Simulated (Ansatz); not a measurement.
**How methods differ on CH2NP (SMILES NC#P)**

CH2NP: 5 atoms, total charge 0, spin state singlet. SMILES: `NC#P`. Geometry: relaxed at GFN2-xTB.

```xyz
5

N    -0.2497    0.4788   -0.3770
C     0.3941   -0.4798    0.2710
P     1.2234   -1.5949    0.9756
H    -1.0463    0.2136   -0.9390
H    -0.3215    1.3823    0.0694
```

Each level gives the energy change with the C2–P3 bond stretched from 1.558 to 3.116 Å (eV). The values are calculated.

```json
{"level": "SVWN5/STO-3G (restricted)", "kind": "LDA", "program": "Ansatz", "value (eV)": "10.41", "CPU time (all runs)": "1.9 s"}
{"level": "revPBE/STO-3G (restricted)", "kind": "GGA", "program": "Ansatz", "value (eV)": "9.46", "CPU time (all runs)": "2.8 s"}
{"level": "r2SCAN/STO-3G (restricted)", "kind": "meta-GGA", "program": "Ansatz", "value (eV)": "10.00", "CPU time (all runs)": "7 s"}
{"level": "B3LYP/STO-3G (restricted)", "kind": "global hybrid", "program": "Ansatz", "value (eV)": "9.73", "CPU time (all runs)": "2.4 s"}
{"level": "BHLYP/STO-3G (restricted)", "kind": "global hybrid", "program": "Ansatz", "value (eV)": "10.27", "CPU time (all runs)": "2.2 s"}
{"level": "CAM-B3LYP/STO-3G (restricted)", "kind": "range-separated hybrid", "program": "Ansatz", "value (eV)": "10.37", "CPU time (all runs)": "2.6 s"}
{"level": "B2PLYP/STO-3G (restricted)", "kind": "double hybrid", "program": "Ansatz", "value (eV)": "9.35", "CPU time (all runs)": "4 s"}
{"level": "MP2/STO-3G (restricted)", "kind": "perturbation theory", "program": "Ansatz", "value (eV)": "9.62", "CPU time (all runs)": "0.52 s"}
{"level": "BCCD(T)/STO-3G (restricted)", "kind": "coupled cluster or CI", "program": "Ansatz", "value (eV)": "7.55", "CPU time (all runs)": "0.76 s"}
{"level": "CCSD/STO-3G (restricted)", "kind": "coupled cluster or CI", "program": "Ansatz", "value (eV)": "7.67", "CPU time (all runs)": "0.73 s"}
```

The first shape isn't each level's own minimum. The values span 7.55 to 10.41 eV. All rows use very small basis sets, so none should be taken for the real molecule's value. In so small a basis fixed costs decide the times, and correlated methods can beat functionals. CPU times are rough (shared hosts, several kinds of processor and program).
